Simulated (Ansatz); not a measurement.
Z-matrix (Å, degrees):
```
C
C 1 1.381
C 1 1.381 2 122.3
F 1 1.340 2 118.9 3 180.0
C 2 1.387 1 118.5 3 -0.0
H 2 1.083 1 119.7 3 -180.0
C 3 1.387 1 118.5 2 0.0
H 3 1.083 1 119.7 2 180.0
C 5 1.387 2 120.5 1 -0.0
H 5 1.084 2 119.4 1 -180.0
H 7 1.084 3 119.4 1 180.0
H 9 1.083 5 120.1 2 -180.0
```

The species carries charge 0 and has multiplicity 1.

**Question.** List the CAM-B3LYP/def2-TZVPP orbital energies in eV (Ansatz 0.2.0). (Estimate.)

**Answer.** Computed: Occupied: -673.93, -281.26, -279.24, -279.24, -279.13, -279.13, -279.03, -35.70, -26.01, -23.03, -22.75, -19.24, -18.91, -17.06, -15.61, -15.47, -14.94, -14.16, -13.78, -12.94, -12.04, -12.04, -11.35, -8.87, -8.45. Lowest empty: 0.57, 0.94, 2.30, 3.08, 3.39, 3.74, 4.02, 4.36.
